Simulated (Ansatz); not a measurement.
Reaction (substitution at a C–C bond): `CCC(C)CC` + `NCS` → `CCSCN` + `CCCC`

Program: Ansatz. Geometries: PBE0-D4/def2-TZVP. ΔE: electronic, gas phase. CCSD(T)/CBS adds triple-zeta CCSD(T) − MP2 to the extrapolated MP2 energy (def2 sets, frozen cores). DFT in def2-TZVPP. Each species was taken in one conformer, which may not be the lowest.

`CCC(C)CC`:

Z-matrix (Å, degrees):
```
C
C 1 1.521
H 1 1.093 2 111.8
H 1 1.092 2 110.6 3 -119.5
H 1 1.093 2 111.8 3 120.9
C 2 1.531 1 115.6 3 -60.0
H 2 1.096 1 109.0 3 177.6
H 2 1.096 1 109.0 3 62.3
C 6 1.528 2 111.8 1 -63.5
C 6 1.523 2 111.8 1 63.2
H 6 1.099 2 106.3 1 -179.8
C 9 1.520 6 114.2 2 -168.6
H 9 1.096 6 108.5 2 -46.8
H 9 1.096 6 109.4 2 68.6
H 10 1.092 6 111.6 2 170.8
H 10 1.094 6 111.4 2 -69.1
H 10 1.093 6 111.0 2 51.0
H 12 1.092 9 111.9 6 -64.0
H 12 1.093 9 111.2 6 176.0
H 12 1.094 9 111.0 6 56.2
```

`NCS`:

```xyz
8

N     0.198   -0.960   -0.579
C     0.178    0.030    0.472
S     0.564    1.695   -0.127
H     0.051   -1.886   -0.195
H    -0.533   -0.784   -1.256
H     0.974   -0.199    1.184
H    -0.757    0.099    1.040
H    -0.675    2.006   -0.539
```

`CCSCN`:

Cartesian coordinates in Å:
```
C 1.567 1.162 0.152
C 0.313 1.094 -0.695
S -0.007 -0.529 -1.423
C -0.570 -1.434 0.030
N -1.761 -0.848 0.602
H 2.450 0.885 -0.427
H 1.712 2.175 0.540
H 1.504 0.490 1.011
H 0.382 1.772 -1.549
H -0.573 1.373 -0.121
H -0.679 -2.466 -0.334
H 0.216 -1.441 0.790
H -2.538 -0.919 -0.042
H -2.016 -1.313 1.465
```

`CCCC`:

Z-matrix (Å, degrees):
```
C
C 1 1.519
H 1 1.094 2 111.1
H 1 1.092 2 111.7 3 120.2
H 1 1.094 2 111.1 3 -119.5
C 2 1.520 1 113.1 3 59.7
H 2 1.096 1 109.7 3 -62.3
H 2 1.096 1 109.7 3 -178.2
C 6 1.519 2 113.1 1 179.9
H 6 1.096 2 109.1 1 57.5
H 6 1.097 2 109.1 1 -57.7
H 9 1.094 6 111.1 2 59.7
H 9 1.094 6 111.1 2 -59.8
H 9 1.092 6 111.7 2 180.0
```

```json
{"level": "PBE0", "ΔE (kJ/mol)": "-16.2"}
{"level": "CCSD/def2-TZVPP", "ΔE (kJ/mol)": "-6.4"}
{"level": "SCS-MP2/def2-QZVPP", "ΔE (kJ/mol)": "-10.9"}
{"level": "MP2/CBS(def2)", "ΔE (kJ/mol)": "-11.3"}
```

Problem. What does CCSD(T)/CBS give? (An estimate is asked.)

Solution. Computed: -9.0 kJ/mol. The listed levels differ from it by -7.2, 2.6, -1.9, -2.3 kJ/mol.

Largest T1 diagnostic among the species: 0.010.

The D4 term adds +4.1 kJ/mol with B3LYP and +2.5 kJ/mol with PBE0; it sums over pairs of atoms, weighted by their polarisabilities, and B3LYP, whose exchange is more repulsive, gets the larger term. In def2-TZVPP, CCSD(T) changes the Hartree–Fock value by +8.7 kJ/mol (the triples alone add −0.3 kJ/mol) and MP2 by +6.4 kJ/mol.

B3LYP here is the variant with VWN-RPA as its local correlation; programs differ in this.
